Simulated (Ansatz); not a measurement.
C3H5ClO can be A, `CC1(Cl)CO1`, or B, `C=CC(O)Cl`.

Gas-phase electronic energies from Ansatz, PBE0-D4/def2-TZVP geometries. CBS: MP2 limit from def2 TZ/QZ plus the TZ coupled-cluster correction, frozen cores. DFT in def2-TZVPP. B3LYP here is the variant with VWN-RPA as its local correlation; programs differ in this. Each species was taken in one conformer, which may not be the lowest.

Which isomer does CCSD(T)/CBS put lower? Give the gap. (An estimate is asked.)

The calculation gave: B, by 9.1 kcal/mol.

Give E(B) − E(A) in kcal/mol with CCSD(T)/def2-SVP, CCSD/def2-TZVPP, PBE0-D4, B2PLYP, CCSD(T)/def2-TZVPP, r2SCAN-D4, B3LYP-D4. (An estimate is asked.)

The calculation gave: CCSD(T)/def2-SVP -6.4, CCSD/def2-TZVPP -8.5, PBE0-D4 -5.3, B2PLYP -8.7, CCSD(T)/def2-TZVPP -8.4, r2SCAN-D4 -5.8, B3LYP-D4 -9.6. None reverses the order clearly.

Does the order hold for the free energy at 298.15 K (harmonic terms from PBE0-D4)? (An estimate is asked.)

Computed: Yes: G(B) − G(A) = -9.5 kcal/mol, for one conformer each.

Largest T1 diagnostic: 0.011.

Leaving LDA and LC-ωPBE aside and taking each functional with its dispersion term where it has one, the values, not all of them listed here, spread over 5.5 kcal/mol, from BLYP-D4 to ωB97X-V. LDA lies +0.9 kcal/mol from PBE without D4. At CCSD(T), def2-SVP lies +2.7 kcal/mol from the extrapolated value and def2-TZVPP +0.7 kcal/mol.
